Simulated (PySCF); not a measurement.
# How the functional moves excitation energies

Compound: 1,2-difluoroethane, C2H4F2.
Structure used (PBE0-D3(BJ)/def2-SVP), in Å, numbered top down from 1:
```
atom  x, y, z in Å
F1     1.391    0.538    0.922
C2     0.739   -0.051   -0.127
C3    -0.746   -0.029    0.086
F4    -1.235    1.245   -0.007
H5     1.078   -1.097   -0.222
H6     0.993    0.489   -1.055
H7    -0.988   -0.432    1.084
H8    -1.233   -0.661   -0.678
```

Linear-response calculations in the def2-SVPD basis (PySCF; singlets by full response, triplets Tamm–Dancoff, core orbitals frozen in the response; HF means time-dependent Hartree–Fock). 'Strongest' is the level of largest summed f among the singlets computed (10 roots, of which the last may lack a degenerate partner); it can jump between rows when another state enters that window. S1 is the lowest singlet of each run and needn't be the same state throughout; f(S1) is that of one state. One conformer (not necessarily the lowest) at the PBE0-D3(BJ)/def2-SVP geometry, without solvent, vibrations or thermal averaging.

| functional | kind | S1 (eV) | f(S1) | strongest (eV) | T1 (eV) | HOMO (eV) | gap (eV) | ionisation energy, ΔSCF (eV) |
| --- | --- | --- | --- | --- | --- | --- | --- | --- |
| LDA | LDA | 8.08 | 0.021 | 9.28 | 7.86 | -8.03 | 7.97 | 11.80 |
| PBE | GGA | 7.97 | 0.021 | 9.30 | 7.73 | -7.89 | 7.86 | 11.62 |
| B3LYP | global hybrid, 20% exact exchange | 8.78 | 0.018 | 10.18 | 8.52 | -9.43 | 9.77 | 12.20 |
| PBE0 | global hybrid, 25% exact exchange | 9.06 | 0.017 | 10.46 | 8.74 | -9.66 | 10.33 | 12.19 |
| BHandHLYP | global hybrid, 50% exact exchange | 9.84 | 0.011 | 11.11 | 9.47 | -11.39 | 12.48 | 12.68 |
| CAM-B3LYP | range-separated hybrid | 9.23 | 0.015 | 10.73 | 8.92 | -11.19 | 12.44 | 12.44 |
| wB97X-D | range-separated hybrid | 9.52 | 0.015 | 11.03 | 9.23 | -11.61 | 13.94 | 12.32 |
| LC-wPBE | range-separated hybrid | 9.73 | 0.012 | 11.09 | 9.28 | -12.46 | 14.80 | 12.52 |
| HF | Hartree–Fock | 11.19 | 0.006 | 12.47 | 10.37 | -13.99 | 16.56 | not settled |

S1 runs from 7.97 eV (PBE) to 11.19 eV (HF), a spread of 3.22 eV, while the orbital gap spreads over 8.7 eV. Along PBE (0%), B3LYP (20%), PBE0 (25%), BHandHLYP (50%), HF (100%) S1 rises with the share of exact exchange. −ε(HOMO) comes closest to its own ΔSCF ionisation energy with LC-wPBE (-0.06 eV) and misses most with LDA (-3.77 eV). 'Not settled' means that the ion's SCF failed to converge or may have ended in another state than the lowest.
